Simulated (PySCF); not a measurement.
C2H3, SMILES [CH]=C (connectivity only; charge and spin as stated), charge +1, multiplicity 1.

The structure is a stationary point at B3LYP-D3(BJ)/def2-TZVP. The spin state was assumed, not searched. The isomer is the one that the SMILES or the coordinates give; other isomers of the formula were not compared.

Two levels are set side by side: PBE/def2-TZVPD (PySCF) and B3LYP/def2-TZVPD (PySCF). Same geometry, gas phase. Differences are taken from unrounded values.

| quantity | B3LYP |
|---|---|
| orbital gap (eV) | 5.34 |
| highest occupied level (eV) | -16.67 |
| lowest empty level (eV) | -11.33 |
| mean polarisability (bohr³) | 18.3 |

**Question.** What does PBE give, and how far is it from B3LYP? (Estimate from the structure and the level; the computed values follow.)

**Answer.** 
```json
[
 {"quantity": "orbital gap (eV)", "PBE": "3.30", "PBE minus B3LYP": "-2.04"},
 {"quantity": "highest occupied level (eV)", "PBE": "-15.61", "PBE minus B3LYP": "1.07"},
 {"quantity": "lowest empty level (eV)", "PBE": "-12.31", "PBE minus B3LYP": "-0.98"},
 {"quantity": "mean polarisability (bohr³)", "PBE": "18.4", "PBE minus B3LYP": "0.1"}
]
```

Without exact exchange PBE keeps part of each electron's self-repulsion, which lifts occupied levels and narrows the gap. Differences between two approximate levels are no errors against the true value.

Rough cost on one machine, each run with all the roots and properties that it gave: B3LYP against PBE within a factor of 2.
